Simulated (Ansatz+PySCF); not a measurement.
A calculation with PySCF 2.14.0.

```python
from pyscf import gto, scf, cc

mol = gto.M(atom="""
B 0.000000 0.000000 0.000000
H 1.527150 0.000000 0.881700
H -1.527150 0.000000 0.881700
""", basis='6-31g', charge=0, spin=1)
mf = scf.UHF(mol)
mf.kernel()
mycc = cc.CCSD(mf, frozen=1).run()
et = mycc.ccsd_t()
print(mf.e_tot, mycc.e_corr, et, mycc.e_tot + et)
```

The script is written out from the run's settings.

The run gave:

- Converged: yes
- Reference energy: -25.60477 hartree
- CCSD correlation energy: -0.07877 hartree
- Triples correction: -0.00196 hartree
- Total energy: -25.68551 hartree
- Spin squared of the determinant: 0.832

Caution: large amplitudes, a single reference is doubtful.
